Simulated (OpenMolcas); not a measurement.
## How methods differ on C2H5B (SMILES BC=C)

C2H5B: 8 atoms, total charge 0, spin state singlet. SMILES: `BC=C`. The coordinates come from a PBE0-D4/def2-TZVP relaxation.

Each level gives the vertical electron affinity (to the doublet anion) (eV). The values are calculated.

The electron affinity is E(neutral) − E(anion): positive where the electron is bound.

```json
{"level": "PBE/6-311+G**", "kind": "GGA", "program": "OpenMolcas", "value (eV)": "0.32", "CPU time (all runs)": "2.4 min"}
{"level": "revPBE/6-311+G**", "kind": "GGA", "program": "OpenMolcas", "value (eV)": "0.26", "CPU time (all runs)": "2.5 min"}
{"level": "M06-L/6-311+G**", "kind": "meta-GGA", "program": "OpenMolcas", "value (eV)": "0.10", "CPU time (all runs)": "3.4 min"}
{"level": "TPSS/6-311+G**", "kind": "meta-GGA", "program": "OpenMolcas", "value (eV)": "0.19", "CPU time (all runs)": "3.3 min"}
{"level": "r2SCAN/6-311+G**", "kind": "meta-GGA", "program": "OpenMolcas", "value (eV)": "0.35", "CPU time (all runs)": "3.4 min"}
{"level": "BHLYP/6-311+G**", "kind": "global hybrid", "program": "OpenMolcas", "value (eV)": "-0.01", "CPU time (all runs)": "2.3 min"}
{"level": "M06-2X/6-311+G**", "kind": "hybrid meta-GGA", "program": "OpenMolcas", "value (eV)": "0.13", "CPU time (all runs)": "3.2 min"}
{"level": "PBE0/6-311+G**", "kind": "global hybrid", "program": "OpenMolcas", "value (eV)": "0.24", "CPU time (all runs)": "2.3 min"}
```

Where it was recorded, the anion's HOMO is positive in every row: a fault of the level (basis or self-interaction), which says nothing on whether the real anion is bound. The values span -0.01 to 0.35 eV. CPU times are rough (shared hosts, several kinds of processor and program).
